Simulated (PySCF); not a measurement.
Molecule: `N[C@@H]1[C@H]2C[C@@H]12`, C$_{4}$H$_{7}$N.

Bonds (- single, = double, # triple, : aromatic): N1-C2, C2-C3, C3-C4, C4-C5, C5-C2, C5-C3. N1 carries H6, H7; C2 carries H8; C3 carries H9; C4 carries H10, H11; C5 carries H12. Stereochemistry as in N[C@@H]1[C@H]2C[C@@H]12. H11 is cis to C2 on the ring; H10 is trans to C2 on the ring.

Frames of a GFN2-xTB Langevin trajectory at 300 K; GIAO PBE0/pcSseg-1 shieldings in PySCF 2.14, gas phase, non-relativistic; equivalent atoms averaged within each frame.

Referencing at the same level of theory: NH3 for 15N (σ = 267.73 ppm); TMS for 13C (σ = 186.93 ppm), 1H (σ = 31.72 ppm). The references are static minima.

How do the shifts (ppm) fluctuate along the trajectory?

Results:


```csv
time (fs),N1,C2,C4,C3/C5,H8,H10,H9/H12,H6/H7,H11
optimised geometry,46.2,55.5,19.3,3.9,1.71,0.93,1.43,0.75,-0.07
250,49.5,64.0,24.9,1.8,2.77,2.05,1.66,1.16,-0.11
425,49.6,53.3,16.5,-1.2,0.86,1.60,0.57,0.12,-1.83
625,43.0,54.1,16.3,3.6,0.65,0.37,1.45,1.07,-0.19
800,31.1,52.6,15.5,4.9,2.52,1.21,1.81,0.23,-1.29
1000,51.3,58.4,21.5,10.1,2.16,0.88,2.47,0.88,-0.34
mean of frames,44.9,56.5,18.9,3.9,1.79,1.22,1.59,0.69,-0.75
standard deviation,8.3,4.8,4.1,4.2,0.97,0.65,0.69,0.48,0.77
```

5 frames give an uncertainty of the mean of about the standard deviation over 2.2 at best, since frames this close in time may not be independent; classical motion lacks zero-point vibration, and the reference would need the same averaging.
